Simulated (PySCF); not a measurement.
A species of formula C5H13N has this rotational fingerprint, computed with PBE0/def2-SVPD in PySCF (dipole) on a GFN2-xTB geometry, gas phase:

- Rotational constants: A = 4381, B = 2646, C = 2636 MHz
- Dipole components: |μa| = 0.04 D, |μb| = 0.15 D, |μc| = 0.86 D
- Inertial defect: -114.67 u·Å²
- κ: -0.99

Question: Which structure is it? (One computed conformer of each.)
A. `[CH3:1][CH2:2][CH2:3][N:4]([CH3:5])[CH3:6]` with C1–C2–C3–N4 -168°, C2–C3–N4–C5 -71°
B. `[CH3:1][CH2:2][C@@H:3]([CH3:4])[CH2:5][NH2:6]` with C1–C2–C3–C4 166°, C2–C3–C5–N6 176°, C3–C5–N6–H 179° and -62° (2-methylbutylamine)
C. `[CH3:1][CH2:2][CH2:3][NH:4][CH2:5][CH3:6]` with C1–C2–C3–N4 62°, C2–C3–N4–C5 180°, C3–N4–C5–C6 -179° (N-ethylpropylamine)
D. `CNC(C)(C)C` (N-methyl-tert-butylamine)
E. `[CH3:1][CH:2]([CH3:3])[N:4]([CH3:5])[CH3:6]` with C1–C2–N4–C5 -75°

Answer: D. It is CNC(C)(C)C. The candidates at the same level (rigid rotor, commonest isotopes):

```csv
SMILES,A (MHz),B (MHz),C (MHz),μa (D),μb (D),μc (D),Δ (u·Å²),point group,rotor
CCCN(C)C,7291,1820,1567,0.02,0.00,0.49,-24.46,C1,near-prolate asymmetric top
CCCNCC,8377,1519,1392,0.25,0.72,0.48,-30.04,C1,near-prolate asymmetric top
CC(C)N(C)C,4530,2683,2410,0.10,0.46,0.32,-90.25,C1,asymmetric top
CC[C@@H](C)CN,4936,2251,1706,0.41,1.16,0.19,-30.71,C1,asymmetric top
CNC(C)(C)C,4381,2646,2636,0.04,0.15,0.86,-114.67,–,–
```

`CCCNCC` has A 91 % too high; `CCCN(C)C` has A 66 % too high; `CC[C@@H](C)CN` has C 35 % too low; `CC(C)N(C)C` has C 9 % too low. No structure here is proved a minimum.
